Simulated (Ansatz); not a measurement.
## Ansatz (development build ahead of 0.2.0) run

```yaml
crystal:
  periodic: [false, false, false]
  atoms:
    - { symbol: C, position_ang: [0.0, 0.0, 0.50175] }
    - { symbol: O, position_ang: [0.0, 0.0, -0.50175] }
basis:
  gaussian: { orbitals: STO-3G }
total_charge: 1
magnetization:
  initial_magnetization: 1
hamiltonian:
  xc: hf
correlation:
  method: ccsd_t
  frozen_orbitals: { C: 1, O: 1 }
```

The input is written out in the form of the current development build from the run's settings. Correlation on restricted open-shell orbitals is semicanonical, with singles.

Results

```json
{
 "Converged": "yes",
 "Reference energy": "-110.71755 hartree",
 "CCSD correlation energy": "-0.12817 hartree",
 "Triples correction": "-0.00292 hartree",
 "Total energy": "-110.84865 hartree",
 "Spin squared of the determinant": "0.750"
}
```
